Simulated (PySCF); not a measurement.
# BH6NSi: the cost of one run

Computed with PySCF 2.14.0, with density-fitted response routines of our own, on a single molecule, in the gas phase or a continuum. Atoms count from 0, in the outputs and in this text.

### 1 Starting geometry

9 atoms, charge 0, multiplicity 1; geometry from: GFN2-xTB. The atoms were then displaced at random by about 0.01 Å, so the start is not that level's minimum.

Bonds of the start (Å): B0–N1 1.37, N1–Si2 1.74, B0–H3 1.15, B0–H4 1.19, N1–H5 1.01, Si2–H6 1.49, Si2–H7 1.49, Si2–H8 1.43.

### 2 Relaxing the molecule at PBE0-D3(BJ)/def2-SVP

What the job is given:

```
{"job": {"xc": "PBE0", "basis": "def2-SVP", "d3": "d3bj", "grid": 1, "shake": 0.01, "kind": "geom"}, "charge": 0, "multiplicity": 1}
B     -1.515920    -0.389670    -0.040000
N     -0.256260    -0.240570     0.475190
Si     1.203140     0.382310    -0.227920
H     -2.352320    -0.835050     0.609240
H     -1.742420     0.000110    -1.145820
H     -0.131090    -0.566520     1.420690
H      2.166330    -0.739670    -0.375810
H      1.778080     1.363420     0.732870
H      0.908270     1.008480    -1.482160
```

On the command line:

```
> OMP_NUM_THREADS=1 python probes_run.py task.json out
```

The driver reads the jobs from task.json and runs them one after another.

Q: Estimate the wall time and peak memory of this first job on 1 thread of Arm Neoverse V2, shared host.

About 5.9 s, with a peak of 0.32 GiB.
